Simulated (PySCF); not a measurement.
Numbering as in the mapped SMILES `[F:1][CH2:2][C:3]([F:4])([F:5])[F:6]`. Hydrogens are named by the atom that carries them.

GIAO PBE0/pcSseg-1 shifts (PySCF 2.14.0 with density-fitted response routines, gas phase, non-relativistic, equivalent atoms averaged), each against references optimised in the same way as the molecule (CFCl3, TMS).

On the GFN2-xTB geometry: F4/F5/F6 -93.2, F1 -269.6, C3 131.4, C2 83.9, H(C2) 4.91 ppm.

What changes on the PBE0-D3(BJ)/def2-SVP geometry?

Answers


```json
{"atoms": "F4/F5/F6", "δ (ppm)": "-91.6", "change": "+1.6"}
{"atoms": "F1", "δ (ppm)": "-262.6", "change": "+7.0"}
{"atoms": "C3", "δ (ppm)": "127.5", "change": "-3.9"}
{"atoms": "C2", "δ (ppm)": "80.7", "change": "-3.2"}
{"atoms": "H(C2)", "δ (ppm)": "4.42", "change": "-0.49"}
```

Unscaled 19F shifts against computed CFCl3 carry errors that often reach 10 to 50 ppm.

Bonds between heavy atoms that differ most (equivalent bonds averaged): C2–C3 1.531 → 1.514 Å, C3–F4 1.336 → 1.332 Å. Mean change of bonds to hydrogen: C–H +0.007 Å.
